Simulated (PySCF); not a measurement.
PySCF input (M06-2X/def2-TZVPD):

```python
from pyscf import gto, scf, dft

mol = gto.M(
    atom='''
    C     0.86960503    1.66518517   -0.12267063
    C     0.10658209    0.63012540    0.03870510
    C    -0.68708286   -0.44387260    0.20689303
    C    -0.34283198   -1.75679535   -0.09043260
    H     1.53637185    2.01545253    0.66246752
    H     0.88059896    2.23165153   -1.05148823
    H    -1.67916485   -0.25344235    0.61049230
    H     0.62962337   -2.00162375   -0.49338437
    H    -1.04506298   -2.55989368    0.07694336
    ''',
    basis='def2-tzvpd',
    charge=0,
    spin=1,
    verbose=4,
)

mf = dft.UKS(mol, xc='m062x').density_fit(auxbasis='def2-universal-jkfit')
mf.grids.level = 4
mf.conv_tol = 1e-9
mf.max_cycle = 100
mf.max_memory = 1500
mf.kernel()
if not mf.converged:
    mf = mf.newton()
    mf.kernel(mf.make_rdm1())
for _ in range(2):
    mo, _, stable, _ = mf.stability(return_status=True)
    if stable:
        break
    mf.kernel(mf.make_rdm1(mo, mf.mo_occ))
mf.analyze()
```

End of the output:

```
Extra cycle  E= -155.30057433893  delta_E= -9.56e-11  |g|= 1e-05  |ddm|= 3.95e-05
converged SCF energy = -155.30057433893  <S^2> = 0.78039667  2S+1 = 2.0301691
uhf_internal: lowest eigs of H = [0.20174054 0.2728474  0.30371587]
<class 'pyscf.df.df_jk.DFUKS'> wavefunction is stable in the internal stability analysis
**** SCF Summaries ****
Total Energy =                        -155.300574338930289
Nuclear Repulsion Energy =              96.168096973420660
One-electron Energy =                 -397.423724288473863
Two-electron Energy =                  145.955052976122914
Two-electron Coulomb Energy =          169.370000035071769
DFT Exchange-Correlation Energy =      -23.414947058948858
HOMO-LUMO gap [eV] =                     5.218822489893019
**** MO energy ****
                             alpha | beta                alpha | beta
MO #1   energy= -10.5638405208752  | -10.5600354298428  occ= 1 | 1
MO #2   energy= -10.5560460569113  | -10.5576981865238  occ= 1 | 1
MO #3   energy= -10.5472428930558  | -10.5468436908812  occ= 1 | 1
MO #4   energy= -10.5459099164756  | -10.5428134607383  occ= 1 | 1
MO #5   energy= -0.916151627315635 | -0.903773003189773 occ= 1 | 1
MO #6   energy= -0.841164439814342 | -0.830416099269186 occ= 1 | 1
MO #7   energy= -0.727339149719981 | -0.709170704679174 occ= 1 | 1
MO #8   energy= -0.600853754721161 | -0.593491270728364 occ= 1 | 1
MO #9   energy= -0.549045662303627 | -0.541659252461166 occ= 1 | 1
MO #10  energy= -0.520739778362595 | -0.506551125366661 occ= 1 | 1
MO #11  energy= -0.510137810664683 | -0.501519034149273 occ= 1 | 1
MO #12  energy= -0.451444489707686 | -0.445076507196582 occ= 1 | 1
MO #13  energy= -0.386305877231528 | -0.35069726807835  occ= 1 | 1
MO #14  energy= -0.339164204102431 | -0.332195152087582 occ= 1 | 1
MO #15  energy= -0.23579135966504  | -0.0440031690136244 occ= 1 | 0
MO #16  energy= 0.0169866592723662 | 0.0149669163237456 occ= 0 | 0
MO #17  energy= 0.0319554612873802 | 0.0333840087145886 occ= 0 | 0
MO #18  energy= 0.0446583200366522 | 0.043242588349026  occ= 0 | 0
MO #19  energy= 0.0539162418529222 | 0.0571085192154517 occ= 0 | 0
MO #20  energy= 0.0619687357860522 | 0.0717041194441235 occ= 0 | 0
MO #21  energy= 0.0724063563040068 | 0.0774858469757443 occ= 0 | 0
MO #22  energy= 0.108776876621649  | 0.106264318170765  occ= 0 | 0
MO #23  energy= 0.110656663159488  | 0.110254794873558  occ= 0 | 0
MO #24  energy= 0.132541059408036  | 0.128586794202377  occ= 0 | 0
MO #25  energy= 0.136347861546869  | 0.133091733535639  occ= 0 | 0
MO #26  energy= 0.150273056313156  | 0.142164159331265  occ= 0 | 0
MO #27  energy= 0.152227135406056  | 0.145860403221682  occ= 0 | 0
MO #28  energy= 0.167042253273955  | 0.165581633230184  occ= 0 | 0
MO #29  energy= 0.184301316309533  | 0.18691757139235   occ= 0 | 0
MO #30  energy= 0.200996458092482  | 0.193608691880906  occ= 0 | 0
MO #31  energy= 0.204395313042009  | 0.20095219494875   occ= 0 | 0
MO #32  energy= 0.207370302306877  | 0.204776377881772  occ= 0 | 0
MO #33  energy= 0.224031914280253  | 0.214952923125619  occ= 0 | 0
MO #34  energy= 0.226174062394816  | 0.224275439161723  occ= 0 | 0
MO #35  energy= 0.252719830332675  | 0.250545093486915  occ= 0 | 0
MO #36  energy= 0.255185040807319  | 0.251907446764551  occ= 0 | 0
MO #37  energy= 0.263533383057382  | 0.255301660039605  occ= 0 | 0
MO #38  energy= 0.264859843404398  | 0.265920465106586  occ= 0 | 0
MO #39  energy= 0.269182926908586  | 0.26747701888053   occ= 0 | 0
MO #40  energy= 0.283708436265502  | 0.276047849266062  occ= 0 | 0
MO #41  energy= 0.293662077235809  | 0.290523706877862  occ= 0 | 0
MO #42  energy= 0.294768606285746  | 0.295034898908076  occ= 0 | 0
MO #43  energy= 0.307914211556822  | 0.2979875033541    occ= 0 | 0
MO #44  energy= 0.323653034851535  | 0.318288423281695  occ= 0 | 0
MO #45  energy= 0.327245606026147  | 0.324920494884185  occ= 0 | 0
MO #46  energy= 0.335042740008159  | 0.328441829485831  occ= 0 | 0
MO #47  energy= 0.338720858479174  | 0.332002312223926  occ= 0 | 0
MO #48  energy= 0.353995623641536  | 0.34801178953663   occ= 0 | 0
MO #49  energy= 0.369608350630848  | 0.36363724512369   occ= 0 | 0
MO #50  energy= 0.370402749306483  | 0.364187969324261  occ= 0 | 0
MO #51  energy= 0.375244628275373  | 0.372819556987354  occ= 0 | 0
MO #52  energy= 0.38526641251442   | 0.378374508385122  occ= 0 | 0
MO #53  energy= 0.387391913503072  | 0.382708330742199  occ= 0 | 0
MO #54  energy= 0.416221273001831  | 0.414146466398575  occ= 0 | 0
MO #55  energy= 0.416644384526678  | 0.420955247847148  occ= 0 | 0
MO #56  energy= 0.431654249718702  | 0.424291152742827  occ= 0 | 0
MO #57  energy= 0.442313850548136  | 0.436621506872037  occ= 0 | 0
MO #58  energy= 0.444708006367851  | 0.440397044310685  occ= 0 | 0
MO #59  energy= 0.453717752360756  | 0.448769303986872  occ= 0 | 0
MO #60  energy= 0.470128603877784  | 0.465093756902035  occ= 0 | 0
MO #61  energy= 0.475327708037809  | 0.471304804509131  occ= 0 | 0
MO #62  energy= 0.482780714858463  | 0.483187840741728  occ= 0 | 0
MO #63  energy= 0.509940207737361  | 0.499726238931495  occ= 0 | 0
MO #64  energy= 0.529030027583117  | 0.523470582515257  occ= 0 | 0
MO #65  energy= 0.548791945663279  | 0.543748050663448  occ= 0 | 0
MO #66  energy= 0.566196202808889  | 0.56492286845012   occ= 0 | 0
MO #67  energy= 0.579872300980826  | 0.567448115299932  occ= 0 | 0
MO #68  energy= 0.598546398664537  | 0.593716060452198  occ= 0 | 0
MO #69  energy= 0.621165416015487  | 0.616739722052656  occ= 0 | 0
MO #70  energy= 0.634326661688573  | 0.632278554291198  occ= 0 | 0
MO #71  energy= 0.643830080889058  | 0.63885205529374   occ= 0 | 0
MO #72  energy= 0.649945502484955  | 0.64642082146097   occ= 0 | 0
MO #73  energy= 0.664900956305297  | 0.659895453665618  occ= 0 | 0
MO #74  energy= 0.690337748054581  | 0.687532853962843  occ= 0 | 0
MO #75  energy= 0.691779758180758  | 0.689564382445855  occ= 0 | 0
MO #76  energy= 0.720872619564423  | 0.719300403543372  occ= 0 | 0
MO #77  energy= 0.73918997696394   | 0.736155585197237  occ= 0 | 0
MO #78  energy= 0.741104888242905  | 0.736475901259193  occ= 0 | 0
MO #79  energy= 0.7433007549859    | 0.740803436196319  occ= 0 | 0
MO #80  energy= 0.753455803367028  | 0.750039692979137  occ= 0 | 0
MO #81  energy= 0.774803357198212  | 0.773058056828249  occ= 0 | 0
MO #82  energy= 0.78466918305754   | 0.790493051308602  occ= 0 | 0
MO #83  energy= 0.801020398400343  | 0.793470568761562  occ= 0 | 0
MO #84  energy= 0.804719050416289  | 0.802423722496923  occ= 0 | 0
MO #85  energy= 0.86004460242874   | 0.855793015904826  occ= 0 | 0
MO #86  energy= 0.888529155443844  | 0.889015337856812  occ= 0 | 0
MO #87  energy= 0.90682530275828   | 0.912106220560065  occ= 0 | 0
MO #88  energy= 0.932395735635723  | 0.932519485037788  occ= 0 | 0
MO #89  energy= 0.956026970925212  | 0.960291303311578  occ= 0 | 0
MO #90  energy= 1.010991704233     | 1.01045100309229   occ= 0 | 0
MO #91  energy= 1.04233485077005   | 1.04295933952778   occ= 0 | 0
MO #92  energy= 1.07235873863619   | 1.07197550876089   occ= 0 | 0
MO #93  energy= 1.09449791628275   | 1.09922799507542   occ= 0 | 0
MO #94  energy= 1.14789078393421   | 1.14859875192989   occ= 0 | 0
MO #95  energy= 1.16041265787167   | 1.16257520669186   occ= 0 | 0
MO #96  energy= 1.17160766228876   | 1.17558459131799   occ= 0 | 0
MO #97  energy= 1.23760700886274   | 1.24103678920169   occ= 0 | 0
MO #98  energy= 1.27666139689557   | 1.27687254926062   occ= 0 | 0
MO #99  energy= 1.32872586301721   | 1.32985904280228   occ= 0 | 0
MO #100 energy= 1.39253665118895   | 1.3936532752514    occ= 0 | 0
MO #101 energy= 1.44314648674457   | 1.44137269277856   occ= 0 | 0
MO #102 energy= 1.45092526770633   | 1.45010362362035   occ= 0 | 0
MO #103 energy= 1.51103260098668   | 1.51406338390604   occ= 0 | 0
MO #104 energy= 1.51481102156015   | 1.5147524807324    occ= 0 | 0
[...]
```

It need not be the lowest isomer of its formula.
